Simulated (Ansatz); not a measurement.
fcc Sr was calculated with r²SCAN (plane waves, PAW; Ansatz, a quantum-chemistry and plane-wave program).

Run with plane-wave cutoff 600 eV, 16×16×16 k mesh, Fermi–Dirac smearing 0.1 eV, finite displacements, force constants from a 4×4×4 q mesh, scalar-relativistic PAW data made under PBE.

Computed at the level's own relaxed cell. Harmonic vibrational thermodynamics at fixed volume:

```csv
T (K),S_vib (J/K per mol of atoms),C_V (J/K per mol of atoms),F_vib (eV/atom)
100,27.57,22.85,-0.0005
200,44.06,24.39,-0.0385
300,54.01,24.69,-0.0896
400,61.14,24.80,-0.1495
500,66.68,24.85,-0.2158
600,71.21,24.88,-0.2873
900,81.30,24.91,-0.5255
```

The crystal is taken as a harmonic solid at every temperature: melting, phase changes and thermal expansion are not seen, nor the electrons' share in a metal.
